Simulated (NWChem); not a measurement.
System: SiH$_{4}$; SMILES [SiH4]

Results from NWChem. Pople sets run with spherical d functions. Each level has its own optimisation; frequencies are unscaled.

```
level                                 r H–Si (Å)  highest harmonic frequency (cm⁻¹)  lowest (cm⁻¹)  zero-point energy (kcal/mol)
------------------------------------  ----------  ---------------------------------  -------------  ----------------------------
Hartree-Fock/STO-3G                        1.421                               2929           1170                          25.3
Hartree-Fock/3-21G                         1.487                                  ?              ?                             ?
Hartree-Fock/6-31G*                        1.475                               2390           1016                          21.0
B3LYP/6-31G*                               1.486                               2267            917                          19.7
LDA (Slater exchange, VWN5)/def2-SVP       1.504                               2186            839                          18.7
PBE/def2-SVP                               1.503                               2187            868                          18.9
BLYP/def2-SVP                              1.499                               2183            890                          19.0
PBE0/def2-SVP                              1.493                               2252            903                          19.5
```

Q: Some entries are withheld; supply them.

A: 
- Hartree-Fock/3-21G, highest harmonic frequency (cm⁻¹): 2295
- Hartree-Fock/3-21G, lowest (cm⁻¹): 973
- Hartree-Fock/3-21G, zero-point energy (kcal/mol): 20.2
